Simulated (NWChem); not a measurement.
System: formic acid (CH2O2); SMILES O=CO

```xyz
5

O      0.1210    -1.1284     0.0000
C     -0.4005     0.1138     0.0000
O      0.2385     1.1352     0.0000
H      1.0931    -1.0242     0.0000
H     -1.4982     0.0469     0.0000
```
Atoms are numbered in this order, from 1.

Results from NWChem. Pople sets run with spherical d functions. Coordinates come from a B3LYP/6-31G* (spherical d) optimisation. B3LYP is NWChem's, with the RPA form of VWN correlation. Atomic charges in e: unrestrained fits to the electrostatic potential beside Mulliken populations; buried atoms are poorly determined by the fit.

For level B3LYP/def2-SVP:

| Quantity | Result |
|---|---|
| Mulliken O1 | -0.19 |
| Mulliken C2 | 0.23 |
| Mulliken O3 | -0.23 |

**Question.** Estimate the same quantities for level Hartree-Fock/6-31G*.

**Answer.** 
- Mulliken O1 = -0.72
- Mulliken C2 = 0.58
- Mulliken O3 = -0.54
